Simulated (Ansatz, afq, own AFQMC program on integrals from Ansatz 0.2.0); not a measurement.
SiH2O, singlet: AFQMC among the cluster methods

| atom | x (Å) | y (Å) | z (Å) |
| --- | --- | --- | --- |
| Si | 0.0000 | -0.1186 | 0.6062 |
| O | 0.0000 | 0.1621 | -1.0273 |
| H | 0.0000 | 1.3666 | 0.9807 |
| H | 0.0000 | -0.6354 | -1.5633 |

Connectivity, by distances: SiH–OH.

Basis cc-pVDZ. Only valence electrons are correlated. Ansatz 0.2.0 and our own AFQMC program on the same integrals; the CISD trial comes from CCSD amplitudes, and released means the phaseless constraint is let go. Free projection: walkers drawn from exp(T), propagated without any constraint. Its projection time is finite, and what remains of the start isn't in its error. Error bars are statistical, one sigma.

Determinant: RHF, the one that the program's search chose, which needn't be the lowest solution. The geometry is a PBE0/def2-TZVP stationary point of this or a neighbouring charge and spin state.

No full CI on the walks' own integrals is used here; CCSDTQ serves as the reference and is uncertain by about the last step of the cluster series.

Cautions: restricted determinant unstable towards unrestricted (UHF 6 meV lower, ⟨S²⟩ 0.11); the released energies move by 1.5 errors or more from one time to the next, so no released level is given (meV from the phaseless value at times in 1/Eh: -6 ± 5 at 0.24, -8 ± 4 at 0.51, -8 ± 4 at 0.99, -6 ± 5 at 1.62, -15 ± 5 at 2.40).

The T1 diagnostic is 0.0181, the weight of the determinant in the CISD state is 0.878 and the size of the correlated space is 12 electrons in 36 orbitals.

Reference: CCSDTQ, correlation energy -8.360 eV.

```tsv
level	E − E(reference) (meV)	share of correlation (%)
HF	8359.7	0.00
MP2	880.3	89.47
CCSD	235.6	97.18
CCSD(T)	38.4	99.54
CCSDT	20.9	99.75
CCSDT(Q)	-2.4	100.03
ph-AFQMC/HF	-52.7 ± 28.1	100.63
ph-AFQMC/CISD	4.0 ± 5.2	99.95
free AFQMC	0.3 ± 4.7	100.00
```

CCSDT and higher add their correlation energy to the determinant of the CCSD(T) run, since their own runs factorise the integrals more tightly (a shift of under 2 meV). Free projections are given only where their last times agree within the noise and don't stop above the reference; a slow remainder of the start can still hide under it. A walk keeps the symmetry of its determinant, which the program's search chose and which needn't be the lowest solution, so a lower state of the same spin and another symmetry isn't excluded.
